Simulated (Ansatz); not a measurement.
Relaxation of F₂H₃Si (6 atoms, charge 0, multiplicity 2), to a largest force component of 0.03 eV/Å in at most 50 steps.

These are results of UKS B3LYP/def2-SVP in Ansatz 0.2.0, not measurements.

```xyz
6
Properties=species:S:1:pos:R:3:forces:R:3
Si 0.005 0.000 -0.087 0.00 0.00 -0.58
F 0.043 0.000 1.527 0.01 0.00 0.66
H 1.409 0.000 -0.577 -0.02 0.00 -0.04
H -0.710 1.224 -0.534 0.00 -0.01 -0.03
H -0.710 -1.224 -0.534 0.00 0.01 -0.03
F -0.036 0.000 3.866 0.00 0.00 0.01
```

**Question.** Where does it end, and by what steps?

**Answer.** The forces met the threshold. The force dipped under the threshold on the way, but the program's further checks kept it going. After 14 steps the energy has fallen by 0.115 eV; F6 moved furthest, 1.23 Å.

```
step  energy less start (eV)  largest force component (eV/Å)  accepted
   0                  0.0000                           0.656       yes
   1                 -0.0046                           0.378       yes
   2                 -0.0066                           0.045       yes
   3                 -0.0075                           0.042       yes
   4                 -0.0077                           0.013       yes
   5                 -0.0091                           0.248       yes
   6                 -0.0110                           0.383       yes
   7                 -0.0151                           0.458       yes
   8                 -0.0240                           0.409       yes
   9                 -0.0376                           0.410       yes
  10                 -0.0527                           0.373       yes
  11                 -0.0875                           0.115       yes
  12                 -0.1063                           0.178       yes
  13                 -0.1140                           0.034       yes
  14                 -0.1147                           0.014       yes
```

```xyz
6
Properties=species:S:1:pos:R:3
Si 0.104 0.000 0.122
F 0.971 0.000 1.524
H 1.104 0.000 -0.978
H -0.725 1.229 0.073
H -0.725 -1.229 0.073
F -0.727 0.000 2.847
```

Run time: 74 s on 1 thread of Arm Neoverse V1, on a shared host, peak memory 0.14 GiB.
